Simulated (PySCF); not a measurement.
All values below come from PBE0-D4/def2-TZVP in PySCF. Isolated molecules, 0 K electronic values unless said otherwise. Excitations are Tamm–Dancoff values on a coarser integration grid. The basis has no diffuse functions, so Rydberg states are missing or too high.

Reference species (SMILES): `B=N` (neutral, multiplicity 1).

The S1 excitation (TDA) is 7.13 eV. The adiabatic ionisation energy (no zero-point term) comes out as 11.11 eV and the hole reorganisation energy (four-point) comes out as 0.420 eV.

Changed species: `[O+]#[Si-]`.

Task: Predict the effect on the S1 excitation (TDA), adiabatic ionisation energy (no zero-point term) and hole reorganisation energy (four-point).

Result: the S1 excitation (TDA) decreases by 1.70 eV, to 5.43 eV; the adiabatic ionisation energy (no zero-point term) rises by 0.29 eV, to 11.40 eV; the hole reorganisation energy (four-point) falls by 0.416 eV, to 0.004 eV.
